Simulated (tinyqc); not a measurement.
UKS/PBE0 in the sto-3g basis, for BH2, spin multiplicity 2, step by step (part 1 of 2). Computed by tinyqc, a small Python program that keeps every step (integrals from PySCF). Settings: charge = 0, multiplicity = 2, basis = sto-3g, energy threshold = 1e-09, iteration cap = 85, orthogonalisation = symmetric, start = atomic densities, DIIS depth = 3, DIIS from iteration = 3, method = UKS, functional = pbe0, grid = [20, 14]. Command: `OMP_NUM_THREADS=1 python tinyqc.py 25281 25282 out.jsonl` (the two numbers bound the seeds that draw the settings). One thread of a shared host (Intel(R) Xeon(R) Processor @ 2.60GHz), about 3 s of CPU time with the checks. Later iterations appear only in the table of the cycle.

## One-electron integrals

Geometry (angstrom):

| atom | x | y | z |
|---|---|---|---|
| B | 0.0000 | 0.0000 | 0.0000 |
| H | 0.0000 | 0.9600 | 0.5960 |
| H | 0.0000 | -1.0300 | 0.6390 |

Basis sto-3g: exponents (1/bohr^2) and contraction coefficients of normalised primitives:

| element | l (shell) | exponent | coefficient |
|---|---|---|---|
| B | s (1) | 48.7911 | 0.1543 |
| B | s (1) | 8.8874 | 0.5353 |
| B | s (1) | 2.4053 | 0.4446 |
| B | s (2) | 2.2370 | -0.1000 |
| B | s (2) | 0.5198 | 0.3995 |
| B | s (2) | 0.1691 | 0.7001 |
| B | p (3) | 2.2370 | 0.1559 |
| B | p (3) | 0.5198 | 0.6077 |
| B | p (3) | 0.1691 | 0.3920 |
| H | s (1) | 3.4253 | 0.1543 |
| H | s (1) | 0.6239 | 0.5353 |
| H | s (1) | 0.1689 | 0.4446 |

Overlap, kinetic and nuclear-attraction integrals over the contracted functions; the nuclear repulsion is the sum of Za Zb / Rab.

nuclear repulsion = 4.790294 hartree

overlap S, lower triangle:
```
         1B 1s   1B 2s  1B 2px   1B 2py  1B 2pz   2H 1s   3H 1s
1B 1s   1.0000
1B 2s   0.2693  1.0000
1B 2px  0.0000  0.0000  1.0000
1B 2py  0.0000  0.0000  0.0000   1.0000
1B 2pz  0.0000  0.0000  0.0000   0.0000  1.0000
2H 1s   0.0763  0.5073  0.0000   0.4313  0.2678  1.0000
3H 1s   0.0632  0.4645  0.0000  -0.4084  0.2534  0.1211  1.0000
```

kinetic energy T (hartree), lower triangle:
```
          1B 1s   1B 2s  1B 2px   1B 2py  1B 2pz    2H 1s   3H 1s
1B 1s   10.8263
1B 2s   -0.0480  0.3592
1B 2px   0.0000  0.0000  1.1239
1B 2py   0.0000  0.0000  0.0000   1.1239
1B 2pz   0.0000  0.0000  0.0000   0.0000  1.1239
2H 1s   -0.0130  0.1041  0.0000   0.2220  0.1378   0.7600
3H 1s   -0.0144  0.0830  0.0000  -0.1859  0.1154  -0.0100  0.7600
```

nuclear attraction V (hartree), lower triangle:
```
           1B 1s    1B 2s   1B 2px   1B 2py   1B 2pz    2H 1s    3H 1s
1B 1s   -24.0523
1B 2s    -3.3831  -4.6414
1B 2px    0.0000   0.0000  -4.5280
1B 2py   -0.0023  -0.0131   0.0000  -4.7084
1B 2pz   -0.0203  -0.1743   0.0000  -0.0067  -4.5975
2H 1s    -0.9703  -2.1384   0.0000  -1.7232  -1.1094  -3.7908
3H 1s    -0.8006  -1.9056   0.0000   1.5770  -1.0156  -0.4881  -3.6462
```

core Hamiltonian H = T + V (hartree), lower triangle:
```
           1B 1s    1B 2s   1B 2px   1B 2py   1B 2pz    2H 1s    3H 1s
1B 1s   -13.2260
1B 2s    -3.4310  -4.2823
1B 2px    0.0000   0.0000  -3.4042
1B 2py   -0.0023  -0.0131   0.0000  -3.5845
1B 2pz   -0.0203  -0.1743   0.0000  -0.0067  -3.4736
2H 1s    -0.9833  -2.0342   0.0000  -1.5012  -0.9716  -3.0308
3H 1s    -0.8150  -1.8226   0.0000   1.3910  -0.9003  -0.4981  -2.8862
```

## Two-electron integrals

Functions are numbered as in S; the eight-fold symmetry (ij|kl) = (ji|kl) = (kl|ij) leaves the list below.

Two-electron integrals (ij|kl) in chemists' order, unique and non-zero (hartree):
```
(11|11) 2.9235      (21|11) 0.5184      (21|21) 0.1093      (22|11) 0.7442
(22|21) 0.1932      (22|22) 0.5448      (31|31) 0.0203      (32|31) 0.0300
(32|32) 0.1203      (33|11) 0.7425      (33|21) 0.1932      (33|22) 0.5447
(33|33) 0.5868      (41|41) 0.0203      (42|41) 0.0300      (42|42) 0.1203
(43|43) 0.0316      (44|11) 0.7425      (44|21) 0.1932      (44|22) 0.5447
(44|33) 0.5235      (44|44) 0.5868      (51|51) 0.0203      (52|51) 0.0300
(52|52) 0.1203      (53|53) 0.0316      (54|54) 0.0316      (55|11) 0.7425
(55|21) 0.1932      (55|22) 0.5447      (55|33) 0.5235      (55|44) 0.5235
(55|55) 0.5868      (61|11) 0.1470      (61|21) 0.0308      (61|22) 0.0546
(61|33) 0.0543      (61|41) 0.0019      (61|42) 0.0035      (61|44) 0.0549
(61|51) 0.0012      (61|52) 0.0022      (61|54) 3.76e-04    (61|55) 0.0545
(61|61) 0.0090      (62|11) 0.3120      (62|21) 0.0820      (62|22) 0.2495
(62|33) 0.2428      (62|41) 0.0077      (62|42) 0.0441      (62|44) 0.2571
(62|51) 0.0048      (62|52) 0.0274      (62|54) 0.0089      (62|55) 0.2483
(62|61) 0.0246      (62|62) 0.1496      (63|31) 0.0088      (63|32) 0.0394
(63|43) 0.0086      (63|53) 0.0053      (63|63) 0.0179      (64|11) 0.2351
(64|21) 0.0627      (64|22) 0.2013      (64|33) 0.1905      (64|41) 0.0139
(64|42) 0.0724      (64|44) 0.2184      (64|51) 0.0032      (64|52) 0.0205
(64|54) 0.0120      (64|55) 0.1947      (64|61) 0.0199      (64|62) 0.1418
(64|64) 0.1497      (65|11) 0.1460      (65|21) 0.0389      (65|22) 0.1250
(65|33) 0.1183      (65|41) 0.0032      (65|42) 0.0205      (65|44) 0.1250
(65|51) 0.0108      (65|52) 0.0521      (65|54) 0.0127      (65|55) 0.1315
(65|61) 0.0123      (65|62) 0.0881      (65|64) 0.0818      (65|65) 0.0687
(66|11) 0.4588      (66|21) 0.1229      (66|22) 0.4191      (66|33) 0.3939
(66|41) 0.0152      (66|42) 0.1115      (66|44) 0.4481      (66|51) 0.0094
(66|52) 0.0692      (66|54) 0.0336      (66|55) 0.4148      (66|61) 0.0378
(66|62) 0.3090      (66|64) 0.3204      (66|65) 0.1989      (66|66) 0.7746
(71|11) 0.1214      (71|21) 0.0255      (71|22) 0.0452      (71|33) 0.0450
(71|41) -0.0016     (71|42) -0.0029     (71|44) 0.0455      (71|51) 0.0010
(71|52) 0.0018      (71|54) -3.11e-04   (71|55) 0.0452      (71|61) 0.0071
(71|62) 0.0187      (71|64) 0.0135      (71|65) 0.0094      (71|66) 0.0278
(71|71) 0.0061      (72|11) 0.2766      (72|21) 0.0728      (72|22) 0.2240
(72|33) 0.2177      (72|41) -0.0068     (72|42) -0.0405     (72|44) 0.2311
(72|51) 0.0042      (72|52) 0.0251      (72|54) -0.0083     (72|55) 0.2229
(72|61) 0.0201      (72|62) 0.0941      (72|64) 0.0645      (72|65) 0.0543
(72|66) 0.1527      (72|71) 0.0181      (72|72) 0.1239      (73|31) 0.0075
(73|32) 0.0345      (73|43) -0.0077     (73|53) 0.0048      (73|63) 0.0102
(73|73) 0.0142      (74|11) -0.2149     (74|21) -0.0574     (74|22) -0.1862
(74|33) -0.1762     (74|41) 0.0122      (74|42) 0.0655      (74|44) -0.2019
(74|51) -0.0029     (74|52) -0.0192     (74|54) 0.0111      (74|55) -0.1802
(74|61) -0.0150     (74|62) -0.0674     (74|64) -0.0374     (74|65) -0.0380
(74|66) -0.1015     (74|71) -0.0150     (74|72) -0.1208     (74|74) 0.1296
(75|11) 0.1333      (75|21) 0.0356      (75|22) 0.1155      (75|33) 0.1093
(75|41) -0.0029     (75|42) -0.0192     (75|44) 0.1157      (75|51) 0.0093
(75|52) 0.0464      (75|54) -0.0116     (75|55) 0.1213      (75|61) 0.0103
(75|62) 0.0554      (75|64) 0.0373      (75|65) 0.0414      (75|66) 0.0946
(75|71) 0.0093      (75|72) 0.0749      (75|74) -0.0716     (75|75) 0.0586
(76|11) 0.0703      (76|21) 0.0185      (76|22) 0.0574      (76|33) 0.0557
(76|41) -3.90e-05   (76|42) -3.68e-04   (76|44) 0.0576      (76|51) 0.0018
(76|52) 0.0107      (76|54) -1.06e-04   (76|55) 0.0589      (76|61) 0.0054
(76|62) 0.0301      (76|64) 0.0246      (76|65) 0.0193      (76|66) 0.0569
(76|71) 0.0045      (76|72) 0.0277      (76|74) -0.0236     (76|75) 0.0182
(76|76) 0.0076      (77|11) 0.4302      (77|21) 0.1154      (77|22) 0.4000
(77|33) 0.3761      (77|41) -0.0136     (77|42) -0.1057     (77|44) 0.4277
(77|51) 0.0085      (77|52) 0.0656      (77|54) -0.0321     (77|55) 0.3959
(77|61) 0.0316      (77|62) 0.1629      (77|64) 0.1037      (77|65) 0.0987
(77|66) 0.2649      (77|71) 0.0294      (77|72) 0.2777      (77|74) -0.2952
(77|75) 0.1831      (77|76) 0.0569      (77|77) 0.7746
```

## Orthogonalisation

S = U s U^T; symmetric (Loewdin) form X = U s^(-1/2) U^T, so that X^T S X = 1.

eigenvalues of S: 0.2553  0.3487  0.8539  1.0000  1.1010  1.5348  1.9063

X, lower triangle:
```
          1B 1s    1B 2s  1B 2px   1B 2py   1B 2pz    2H 1s   3H 1s
1B 1s    1.0320
1B 2s   -0.1692   1.3278
1B 2px   0.0000   0.0000  1.0000
1B 2py  -0.0011   0.0290  0.0000   1.2134
1B 2pz  -0.0146   0.1563  0.0000   0.0132   1.0817
2H 1s    0.0283  -0.4023  0.0000  -0.3397  -0.2083   1.3259
3H 1s    0.0282  -0.3404  0.0000   0.2973  -0.1817  -0.0138  1.2584
```

## Starting guess

The start is atomic minimal-basis densities projected into this basis (PySCF's MINAO start) and scaled to the electron count of each spin; this density is not idempotent, so its energy is not variational and may lie below the converged one.

D(alpha) at the start, lower triangle:
```
          1B 1s    1B 2s  1B 2px   1B 2py  1B 2pz   2H 1s   3H 1s
1B 1s    1.2400
1B 2s   -0.3016   1.1262
1B 2px   0.0000   0.0000  0.1831
1B 2py   0.0008  -0.0026  0.0000   0.1518
1B 2pz   0.0128  -0.0400  0.0000  -0.0005  0.1708
2H 1s   -0.0248   0.0881  0.0000   0.0256  0.0123  0.5322
3H 1s   -0.0238   0.0851  0.0000  -0.0266  0.0128  0.0149  0.5362
```

D(beta) at the start, lower triangle:
```
          1B 1s    1B 2s  1B 2px   1B 2py  1B 2pz   2H 1s   3H 1s
1B 1s    0.9300
1B 2s   -0.2262   0.8446
1B 2px   0.0000   0.0000  0.1373
1B 2py   0.0006  -0.0019  0.0000   0.1139
1B 2pz   0.0096  -0.0300  0.0000  -0.0004  0.1281
2H 1s   -0.0186   0.0660  0.0000   0.0192  0.0092  0.3992
3H 1s   -0.0179   0.0639  0.0000  -0.0200  0.0096  0.0112  0.4022
```

## Iteration 1: exchange-correlation on the grid

Becke grid with 20 radial and 14 angular points per atom, points of zero weight dropped. rho = sum D_ij phi_i phi_j; V_xc,ij = sum w v_xc phi_i phi_j plus the gradient terms; v_xc is d(rho eps)/d rho(s) for spin s at fixed gradient. Exact exchange is left to K.

The 16 grid points with the largest w rho, of 832 (bohr, atomic units):

| x | y | z | w | rho(alpha) | rho(beta) | eps_xc | v_xc(alpha) |
|---|---|---|---|---|---|---|---|
| 0.8715 | -0.8715 | 0.8715 | 0.7597 | 0.0465 | 0.0349 | -0.2911 | -0.3879 |
| -0.8715 | -0.8715 | 0.8715 | 0.7597 | 0.0465 | 0.0349 | -0.2911 | -0.3879 |
| -0.8715 | 0.8715 | -0.8715 | 0.9457 | 0.0363 | 0.0272 | -0.2710 | -0.3535 |
| 0.8715 | 0.8715 | -0.8715 | 0.9457 | 0.0363 | 0.0272 | -0.2710 | -0.3535 |
| -0.8715 | -0.8715 | -0.8715 | 0.9466 | 0.0361 | 0.0271 | -0.2706 | -0.3529 |
| 0.8715 | -0.8715 | -0.8715 | 0.9466 | 0.0361 | 0.0271 | -0.2706 | -0.3529 |
| -0.8715 | 0.8715 | 0.8715 | 0.6820 | 0.0499 | 0.0374 | -0.2973 | -0.3963 |
| 0.8715 | 0.8715 | 0.8715 | 0.6820 | 0.0499 | 0.0374 | -0.2973 | -0.3963 |
| 0.0000 | 0.0000 | 1.5096 | 0.8080 | 0.0402 | 0.0302 | -0.2788 | -0.3686 |
| 0.0000 | -1.5096 | 0.0000 | 0.5967 | 0.0516 | 0.0387 | -0.3004 | -0.4015 |
| 0.0000 | 0.0000 | -1.5096 | 0.8428 | 0.0362 | 0.0272 | -0.2709 | -0.3529 |
| -1.5096 | 0.0000 | 0.0000 | 0.8424 | 0.0357 | 0.0268 | -0.2697 | -0.3515 |
| 1.5096 | 0.0000 | 0.0000 | 0.8424 | 0.0357 | 0.0268 | -0.2697 | -0.3515 |
| -1.1542 | 1.1542 | -1.1542 | 2.0126 | 0.0147 | 0.0110 | -0.2119 | -0.2531 |
| 1.1542 | 1.1542 | -1.1542 | 2.0126 | 0.0147 | 0.0110 | -0.2119 | -0.2531 |
| -1.1542 | -1.1542 | -1.1542 | 2.0189 | 0.0146 | 0.0110 | -0.2116 | -0.2526 |

electrons on the grid, sum of w rho = 6.9943

E_xc = sum of w rho eps_xc = -3.672509 hartree

V_xc(alpha) (hartree), lower triangle:
```
          1B 1s    1B 2s   1B 2px   1B 2py   1B 2pz    2H 1s    3H 1s
1B 1s   -1.4811
1B 2s   -0.2231  -0.3662
1B 2px   0.0000   0.0000  -0.3420
1B 2py  -0.0002  -0.0011   0.0000  -0.3787
1B 2pz  -0.0004  -0.0164   0.0000  -0.0009  -0.3663
2H 1s   -0.0641  -0.1854   0.0000  -0.1602  -0.1050  -0.3779
3H 1s   -0.0528  -0.1670   0.0000   0.1484  -0.0965  -0.0427  -0.3716
```

V_xc(beta) (hartree), lower triangle:
```
          1B 1s    1B 2s   1B 2px   1B 2py   1B 2pz    2H 1s    3H 1s
1B 1s   -1.3729
1B 2s   -0.2078  -0.3454
1B 2px   0.0000   0.0000  -0.3226
1B 2py  -0.0002  -0.0010   0.0000  -0.3573
1B 2pz  -0.0004  -0.0154   0.0000  -0.0008  -0.3457
2H 1s   -0.0597  -0.1749   0.0000  -0.1512  -0.0991  -0.3566
3H 1s   -0.0492  -0.1575   0.0000   0.1401  -0.0911  -0.0403  -0.3507
```

## Iteration 1: building the Kohn-Sham matrix

J_ij = sum D_kl (ij|kl) with D = D(alpha) + D(beta), K_ij = sum D_kl (ik|jl) for each spin; F = H + J - 0.25 K(s) + V_xc; E = tr D H + tr D J / 2 - 0.125 sum_s tr D(s) K(s) + E_xc + E_nn.

Coulomb J (hartree), lower triangle:
```
         1B 1s   1B 2s  1B 2px   1B 2py  1B 2pz   2H 1s   3H 1s
1B 1s   8.9645
1B 2s   1.8414  3.9166
1B 2px  0.0000  0.0000  3.8617
1B 2py  0.0015  0.0054  0.0000   3.9710
1B 2pz  0.0175  0.1346  0.0000   0.0015  3.9036
2H 1s   0.5234  1.8364  0.0000   1.4938  0.9614  3.2098
3H 1s   0.4326  1.6493  0.0000  -1.3819  0.8885  0.4250  3.0983
```

exchange K(alpha) (hartree), lower triangle:
```
         1B 1s   1B 2s  1B 2px   1B 2py  1B 2pz   2H 1s   3H 1s
1B 1s   3.4511
1B 2s   0.6486  0.9225
1B 2px  0.0000  0.0000  0.2908
1B 2py  0.0027  0.0118  0.0000   0.4360
1B 2pz  0.0143  0.0969  0.0000   0.0054  0.3463
2H 1s   0.2036  0.5469  0.0000   0.2721  0.1893  0.6908
3H 1s   0.1687  0.4964  0.0000  -0.2509  0.1771  0.1965  0.6547
```

exchange K(beta) (hartree), lower triangle:
```
         1B 1s   1B 2s  1B 2px   1B 2py  1B 2pz   2H 1s   3H 1s
1B 1s   2.5883
1B 2s   0.4865  0.6919
1B 2px  0.0000  0.0000  0.2181
1B 2py  0.0021  0.0088  0.0000   0.3270
1B 2pz  0.0107  0.0727  0.0000   0.0040  0.2597
2H 1s   0.1527  0.4102  0.0000   0.2040  0.1420  0.5181
3H 1s   0.1266  0.3723  0.0000  -0.1882  0.1328  0.1474  0.4910
```

F(alpha) (hartree), lower triangle:
```
          1B 1s    1B 2s  1B 2px   1B 2py   1B 2pz    2H 1s    3H 1s
1B 1s   -6.6054
1B 2s   -1.9749  -0.9625
1B 2px   0.0000   0.0000  0.0428
1B 2py  -0.0016  -0.0117  0.0000  -0.1012
1B 2pz  -0.0068  -0.0803  0.0000  -0.0074  -0.0229
2H 1s   -0.5748  -0.5200  0.0000  -0.2357  -0.1625  -0.3716
3H 1s   -0.4774  -0.4644  0.0000   0.2203  -0.1525  -0.1649  -0.3232
```

F(beta) (hartree), lower triangle:
```
          1B 1s    1B 2s  1B 2px   1B 2py   1B 2pz    2H 1s    3H 1s
1B 1s   -6.2815
1B 2s   -1.9191  -0.8841
1B 2px   0.0000   0.0000  0.0804
1B 2py  -0.0015  -0.0109  0.0000  -0.0526
1B 2pz  -0.0059  -0.0733  0.0000  -0.0070   0.0193
2H 1s   -0.5577  -0.4753  0.0000  -0.2096  -0.1448  -0.3071
3H 1s   -0.4632  -0.4239  0.0000   0.1962  -0.1360  -0.1502  -0.2613
```

total energy of this density = -25.600934 hartree

This density is the starting one; it is not idempotent, so its energy is not variational and may lie below the converged one.

## Iteration 1: diagonalisation and new density

Diagonalise F' = X^T F X, C = X C', fill 4 alpha and 3 beta electrons from the bottom; D(s) = C_occ C_occ^T. Each column has its largest component positive (the first on a tie).

F' = X^T F X (alpha) (hartree), lower triangle:
```
         1        2       3        4        5        6        7
1  -6.4253
2  -1.0703  -0.2961
3   0.0000   0.0000  0.0428
4   0.0011   0.0152  0.0000   0.1665
5  -0.0191   0.0886  0.0000   0.0063   0.0784
6  -0.0996  -0.3476  0.0000  -0.3079  -0.1879   0.0163
7  -0.0644  -0.3005  0.0000   0.2780  -0.1674  -0.0446  -0.0062
```

orbital energies (alpha) (hartree): MO1 -6.6126, MO2 -0.5285, MO3 -0.3095, MO4 -0.0481, MO5 0.0428, MO6 0.4753, MO7 0.5571

coefficients C (alpha):
```
            MO1      MO2      MO3      MO4     MO5      MO6      MO7
1B 1s    0.9892  -0.2309  -0.0088   0.1531  0.0000   0.1577   0.1232
1B 2s    0.0425   0.5828   0.0419  -0.6427  0.0000  -0.8770  -0.7546
1B 2px   0.0000   0.0000   0.0000   0.0000  1.0000   0.0000   0.0000
1B 2py   0.0008   0.0205  -0.4554   0.0055  0.0000   0.7076  -0.9841
1B 2pz   0.0057   0.1165   0.0022   0.7647  0.0000  -0.6432  -0.5093
2H 1s   -0.0091   0.3664  -0.4653   0.2359  0.0000   0.2165   1.2753
3H 1s   -0.0085   0.3121   0.5094   0.2461  0.0000   1.1790  -0.1192
```

F' = X^T F X (beta) (hartree), lower triangle:
```
         1        2       3        4        5        6       7
1  -6.0965
2  -1.0717  -0.2325
3   0.0000   0.0000  0.0804
4   0.0010   0.0154  0.0000   0.2092
5  -0.0207   0.0910  0.0000   0.0064   0.1184
6  -0.0933  -0.3357  0.0000  -0.3017  -0.1839   0.0703
7  -0.0590  -0.2899  0.0000   0.2724  -0.1638  -0.0417  0.0470
```

orbital energies (beta) (hartree): MO1 -6.2917, MO2 -0.4483, MO3 -0.2541, MO4 -0.0034, MO5 0.0804, MO6 0.5167, MO7 0.5968

coefficients C (beta):
```
            MO1      MO2      MO3      MO4     MO5      MO6      MO7
1B 1s    0.9867  -0.2327  -0.0093   0.1573  0.0000   0.1592   0.1323
1B 2s    0.0521   0.5680   0.0421  -0.6378  0.0000  -0.8605  -0.7876
1B 2px   0.0000   0.0000   0.0000   0.0000  1.0000   0.0000   0.0000
1B 2py   0.0009   0.0217  -0.4595   0.0050  0.0000   0.7373  -0.9601
1B 2pz   0.0070   0.1216   0.0029   0.7717  0.0000  -0.6207  -0.5251
2H 1s   -0.0119   0.3751  -0.4614   0.2224  0.0000   0.1754   1.2829
3H 1s   -0.0110   0.3193   0.5075   0.2321  0.0000   1.1838  -0.0828
```

D(alpha) after iteration 1, lower triangle:
```
          1B 1s    1B 2s  1B 2px   1B 2py  1B 2pz    2H 1s   3H 1s
1B 1s    1.0554
1B 2s   -0.1913   0.7562
1B 2px   0.0000   0.0000  0.0000
1B 2py   0.0008  -0.0106  0.0000   0.2079
1B 2pz   0.0958  -0.4232  0.0000   0.0056  0.5983
2H 1s   -0.0534   0.0421  0.0000   0.2207  0.2220   0.4065
3H 1s   -0.0472   0.0447  0.0000  -0.2242  0.2256  -0.0645  0.4175
```

D(beta) after iteration 1, lower triangle:
```
          1B 1s    1B 2s  1B 2px   1B 2py  1B 2pz    2H 1s   3H 1s
1B 1s    1.0279
1B 2s   -0.0811   0.3271
1B 2px   0.0000   0.0000  0.0000
1B 2py   0.0001  -0.0070  0.0000   0.2116
1B 2pz  -0.0215   0.0696  0.0000   0.0013  0.0149
2H 1s   -0.0948   0.1930  0.0000   0.2201  0.0442   0.3537
3H 1s   -0.0899   0.2022  0.0000  -0.2262  0.0402  -0.1142  0.3596
```

## Iteration 2: exchange-correlation on the grid

As before.

The 16 grid points with the largest w rho, of 832 (bohr, atomic units):

| x | y | z | w | rho(alpha) | rho(beta) | eps_xc | v_xc(alpha) |
|---|---|---|---|---|---|---|---|
| 0.0000 | 0.0000 | -1.5096 | 0.8428 | 0.0775 | 0.0037 | -0.3230 | -0.4221 |
| 0.0000 | -1.5096 | 0.0000 | 0.5967 | 0.0573 | 0.0547 | -0.3199 | -0.4203 |
| 0.0000 | 1.5096 | 0.0000 | 0.5098 | 0.0614 | 0.0595 | -0.3273 | -0.4292 |
| 0.8715 | -0.8715 | 0.8715 | 0.7597 | 0.0410 | 0.0381 | -0.2883 | -0.3735 |
| -0.8715 | -0.8715 | 0.8715 | 0.7597 | 0.0410 | 0.0381 | -0.2883 | -0.3735 |
| 0.0000 | 0.0000 | -1.9991 | 1.8079 | 0.0316 | 0.0014 | -0.2515 | -0.2967 |
| 0.8715 | 0.8715 | 0.8715 | 0.6820 | 0.0451 | 0.0417 | -0.2966 | -0.3838 |
| -0.8715 | 0.8715 | 0.8715 | 0.6820 | 0.0451 | 0.0417 | -0.2966 | -0.3838 |
| 0.8715 | -0.8715 | -0.8715 | 0.9466 | 0.0483 | 0.0126 | -0.2816 | -0.3709 |
| -0.8715 | -0.8715 | -0.8715 | 0.9466 | 0.0483 | 0.0126 | -0.2816 | -0.3709 |
| 0.8715 | 0.8715 | -0.8715 | 0.9457 | 0.0474 | 0.0125 | -0.2803 | -0.3687 |
| -0.8715 | 0.8715 | -0.8715 | 0.9457 | 0.0474 | 0.0125 | -0.2803 | -0.3687 |
| 0.0000 | 0.0000 | 1.5096 | 0.8080 | 0.0429 | 0.0259 | -0.2781 | -0.3751 |
| 0.0000 | 0.0000 | -1.1118 | 0.3687 | 0.1324 | 0.0073 | -0.3807 | -0.5102 |
| 1.1542 | -1.1542 | -1.1542 | 2.0189 | 0.0197 | 0.0054 | -0.2200 | -0.2644 |
| -1.1542 | -1.1542 | -1.1542 | 2.0189 | 0.0197 | 0.0054 | -0.2200 | -0.2644 |

electrons on the grid, sum of w rho = 7.0278

E_xc = sum of w rho eps_xc = -3.653297 hartree

V_xc(alpha) (hartree), lower triangle:
```
          1B 1s    1B 2s   1B 2px   1B 2py   1B 2pz    2H 1s    3H 1s
1B 1s   -1.4248
1B 2s   -0.2166  -0.3633
1B 2px   0.0000   0.0000  -0.3109
1B 2py  -0.0002  -0.0009   0.0000  -0.3827
1B 2pz   0.0020  -0.0001   0.0000  -0.0015  -0.3857
2H 1s   -0.0621  -0.1847   0.0000  -0.1619  -0.1033  -0.3806
3H 1s   -0.0512  -0.1667   0.0000   0.1503  -0.0951  -0.0426  -0.3744
```

V_xc(beta) (hartree), lower triangle:
```
          1B 1s    1B 2s   1B 2px   1B 2py   1B 2pz    2H 1s    3H 1s
1B 1s   -1.4143
1B 2s   -0.2116  -0.3250
1B 2px   0.0000   0.0000  -0.2838
1B 2py  -0.0002  -0.0010   0.0000  -0.3650
1B 2pz  -0.0017  -0.0386   0.0000  -0.0014  -0.3168
2H 1s   -0.0611  -0.1765   0.0000  -0.1589  -0.1052  -0.3726
3H 1s   -0.0503  -0.1594   0.0000   0.1474  -0.0965  -0.0407  -0.3663
```
